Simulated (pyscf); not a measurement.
PySCF, gas phase, ωB97X-D3(BJ)/def2-SVP geometries.

SMILES: [O]=[Nb]([OH])([OH])[OH]
```xyz
8

O      0.2145     0.2852     1.1195
Nb    -0.6588     0.0347    -0.3089
O      0.5142    -0.6597    -1.6290
O     -1.3808     1.6934    -0.8829
O     -2.0556    -1.2023     0.0369
H      1.4514    -0.8761    -1.6224
H     -1.3382     2.5842    -0.5225
H     -2.3308    -1.6760     0.8275
```

What is the homolytic dissociation enthalpy (298 K, ωB97M-D3(BJ)/def2-TZVP) of the H–O bond of O=Nb(OH)(OH)–OH (SMILES [O]=[Nb]([OH])([OH])[OH]), to [O–Nb(=O)(OH)–OH]• + H•?

H–O to [O–Nb(=O)(OH)–OH]• + H•: 497.1 kJ/mol. The 7 functionals that were run give +474.7 (PBE) to +502.0 kJ/mol (M06-2X). The radicals are drawn with the spin at the cut bond; how far it spreads was not checked. Other isomers of [O–Nb(=O)(OH)–OH]• were not searched in full and may lie lower. Open-shell species with a d-block atom are single-reference here; other states, and whether the spin sits on metal or ligand, were not checked. Elements past Kr carry the def2 core potentials, without spin-orbit coupling.
